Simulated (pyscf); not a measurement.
**Four-centre exchange: H₃Ge–O–GeH₃ + HCl -> Cl–GeH₂–O–GeH₃ + H₂**

Gas phase, singlet surface, charge 0. Bonds broken: Ge1–H4, Cl10–H11. Bonds formed: Ge1–Cl10, H4–H11. Single points on ωB97X-D3(BJ)/def2-SVP structures (PySCF, gas phase).

Transition state (Å):

```xyz
11

Ge    -1.8629     1.2713     0.1924
O     -0.7791     0.1155    -0.6119
Ge     0.9589    -0.1526    -0.3269
H     -1.7807     0.1119     1.5819
H     -3.1443     1.1292    -0.6011
H     -1.0121     2.5095     0.4313
H      1.1126    -1.0646     0.9020
H      1.5126    -0.8142    -1.5914
H      1.6249     1.2109    -0.0628
Cl    -3.3295     2.1220     2.1501
H     -2.3427     0.7052     1.9639
```

One imaginary mode, 914i cm⁻¹; descent along it reached the two sides named.

| bond | change | reactant side (Å) | saddle | product side |
|---|---|---|---|---|
| Ge1–H4 | breaks | 1.542 | 1.812 | 3.4 |
| Cl10–H11 | breaks | 1.284 | 1.737 | 3.1 |
| Ge1–Cl10 | forms | 3.4 | 2.590 | 2.169 |
| H4–H11 | forms | 2.8 | 0.902 | 0.760 |

Electronic energies relative to the separated reactants (eV):

```json
[
 {"level": "ωB97X-D3(BJ)/def2-TZVP", "barrier": "1.35", "reaction energy": "-0.84", "reverse barrier": "2.19"},
 {"level": "PBE/def2-TZVP", "barrier": "1.12", "reaction energy": "-0.69", "reverse barrier": "1.80"},
 {"level": "r²SCAN/def2-TZVP", "barrier": "1.19", "reaction energy": "-0.77", "reverse barrier": "1.96"},
 {"level": "B3LYP-D3(BJ)/def2-TZVP", "barrier": "1.30", "reaction energy": "-0.75", "reverse barrier": "2.05"},
 {"level": "PBE0-D3(BJ)/def2-TZVP", "barrier": "1.22", "reaction energy": "-0.73", "reverse barrier": "1.95"},
 {"level": "M06-2X/def2-TZVP", "barrier": "1.27", "reaction energy": "-0.92", "reverse barrier": "2.18"},
 {"level": "ωB97M-D3(BJ)/def2-TZVP", "barrier": "1.42", "reaction energy": "-0.70", "reverse barrier": "2.12"},
 {"level": "HF/def2-TZVP", "barrier": "2.06", "reaction energy": "-0.63", "reverse barrier": "2.69"}
]
```

With ωB97M-D3(BJ)/def2-TZVP energies and thermal terms (ideal gas, 1 atm, RRHO with modes under 100 cm⁻¹ raised to 100, one conformer, R ln 2 for chiral ones without a mode under 150 cm⁻¹), in eV:

```csv
T (K),ΔH‡,ΔG‡,ΔH,ΔG
298,1.40,1.83,-0.75,-0.67
600,1.40,2.27,-0.71,-0.60
900,1.41,2.70,-0.69,-0.54
1200,1.43,3.13,-0.68,-0.49
```

The same reactants have a lower exit, to Cl–GeH₃ + HO–GeH₃ (barrier +0.27 eV at ωB97M-D3(BJ)/def2-TZVP, against +1.42 eV here). One saddle was located; it need not be the lowest between these sides. Elements up to Kr have no core potential and no relativistic terms here.
